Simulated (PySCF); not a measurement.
CHN, SMILES C#N. Geometry: ωB97X-D3(BJ)/def2-TZVPD.

TDDFT-PBE0/def2-TZVPD (PySCF 2.14.0) puts the lowest singlet excitations at 7.88, 8.25, 8.25, 9.23, 9.23, 9.67 eV and the lowest triplet (TDA) at 6.29 eV.

What are the lowest singlet roots from EOM-CCSD/aug-cc-pVDZ (PySCF)? (Estimate from the structure and the level; the computed values follow.)

8.60, 8.93, 8.93, 9.36, 9.36, 10.22 eV; triplets 6.51, 7.67, 7.67 eV. S1 differs by 0.72 eV (second minus first; roots are paired by order, and the bases may differ).
